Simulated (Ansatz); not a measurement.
# N2HO (quartet): the correlation ladder, def2-TZVPP

An exercise on one series of results from a longer session: the logs are not shown, and one member is left open.

The runs use Ansatz 0.2.0, Gaussian basis; def2-TZVPP, core rule «outside noble gas», up to 3 orbitals frozen.

Plan: UHF; ROHF; CCSD(T) on UHF.

2 further runs of the same task are left out: 2 set aside as unsound or not needed.

## The system

The geometry is a PBE0/def2-TZVP stationary point (not a proven minimum) of the parent state, kept for this charge and spin.

4 atoms, charge 0, spin multiplicity 4.

Atoms are counted from 1 here; the program's logs count them from 0.

Bond lengths: N1–N2 1.239 Å, N2–O3 1.232 Å, N2–H4 1.043 Å. Angles: N1–N2–O3 129.8°, N1–N2–H4 112.7°, O3–N2–H4 117.4°.

As a file:

```xyz
4
charge 0, multiplicity 4
N     0.0000   -0.2203    1.1648
N     0.0000    0.3249    0.0523
O     0.0000   -0.1776   -1.0727
H     0.0000    1.3658    0.1136
```

The first run:

Input file in.yaml:

```yaml
crystal:
  periodic: [false, false, false]
  atoms:
    - {symbol: N, position_ang: [0.000000, -0.220312, 1.164837]}
    - {symbol: N, position_ang: [0.000000, 0.324850, 0.052333]}
    - {symbol: O, position_ang: [0.000000, -0.177561, -1.072728]}
    - {symbol: H, position_ang: [0.000000, 1.365798, 0.113576]}
basis:
  gaussian: {orbitals: def2-TZVPP}
magnetization: {spin_polarized: true, initial_magnetization: 3}
hamiltonian: {xc: hf}
output: {orbitals: {seedname: orbitals}}
```

Launch:

```console
$ ansatz run in.yaml --threads 1 --pin off --events-out ev --progress --plain --max-ram 2816MiB --backend cpu
```

Steps of the session up to this table: UHF; ROHF; CCSD(T) on UHF.

One table of the session follows, with a row left open; its other results are not shown here.

It belongs to the step «Misses and costs». 

```
  method  from UCCSD(T) (meV)
    ROHF             +16017.7
     UHF             +15554.4
    UMP2              +1345.8
   UCCSD                    ?
UCCSD(T)                    0
```

Q: Estimate the row for UCCSD from the others.

**Answer.** from UCCSD(T) (meV): +548.3. In the column «from UCCSD(T) (meV)» it lies between UCCSD(T) (0) and UMP2 (+1345.8).
